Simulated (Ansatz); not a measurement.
## C2H7N, singlet in 6-31G: errors against RCCSDT(Q)

Geometry: MP2(full)/6-31G*, from the G2/97 set.

```xyz
10

C     1.2512   -0.3695    0.0000
C     0.0412    0.5600    0.0000
N    -1.2641   -0.1034    0.0000
H     2.1905    0.1926    0.0000
H     1.2430   -1.0137    0.8849
H     1.2430   -1.0137   -0.8849
H     0.0758    1.2150   -0.8765
H     0.0758    1.2150    0.8765
H    -1.3311   -0.7143    0.8131
H    -1.3311   -0.7143   -0.8131
```

Basis 6-31G; Ansatz 0.2.0. Only valence electrons are correlated (noble-gas cores frozen), which leaves 20 electrons in 38 orbitals. Prefix R: restricted or restricted open-shell reference. Active spaces: frontier = (8e, 8o) about the gap.

Full CI isn't at hand for all of this; RCCSDT(Q) serves as the reference, and is uncertain by about the last step of the cluster series.

* UHF ⟨S²⟩: 0.000
* T1 diagnostic (RCCSD): 0.0064
* largest doubles amplitude (RCCSD): 0.025

| level | E − E(RCCSDT(Q)) (mEh) | share of correlation (%) | wall time |
| --- | --- | --- | --- |
| RHF | 340.74 | 0.00 | – |
| RMP2 | 44.77 | 86.86 | – |
| CISD | 41.86 | 87.71 | 2.2 s |
| RCCSD | 7.59 | 97.77 | – |
| RCCSD(T) | 1.07 | 99.69 | 0.76 s |
| BCCD(T) | 1.07 | 99.69 | 0.95 s |
| RCCSDT | 0.58 | 99.83 | – |
| CASSCF (frontier space) | 232.59 | 31.74 | – |
| NEVPT2 (frontier space) | 39.71 | 88.35 | 31 s |
| MRCISD (frontier space) | 21.99 | 93.55 | – |
| MRCISD+Q (frontier space) | 3.58 | 98.95 | 45 s |

The correlation energy at RCCSDT(Q), counted from RHF, is -9.272 eV. That run took 16 s on 1 thread of AMD EPYC 7R13, shared host.

Times hold each run's SCF and search for its determinant on a shared host, so for small cases they say little of a method's own cost; they ran on 1 thread of AMD EPYC 7R13.

Atomization energy (electronic, same basis, no zero-point term; atoms at the same level, unrestricted beside the R rows where the molecule is a closed shell, with restricted open-shell steps beyond CCSDT(Q)) at RCCSDT(Q): 3129.8 kJ/mol. Errors of other levels:

| level | error (kJ/mol) |
| --- | --- |
| RHF | -608.5 |
| RMP2 | -24.5 |
| CISD | -105.2 |
| RCCSD | -16.9 |
| RCCSD(T) | -1.9 |
| BCCD(T) | -1.6 |
| RCCSDT | -1.5 |

This basis is far from its limit, so the value isn't to be set against a measured one. Truncated CI isn't size-consistent, which counts against it in atomization.
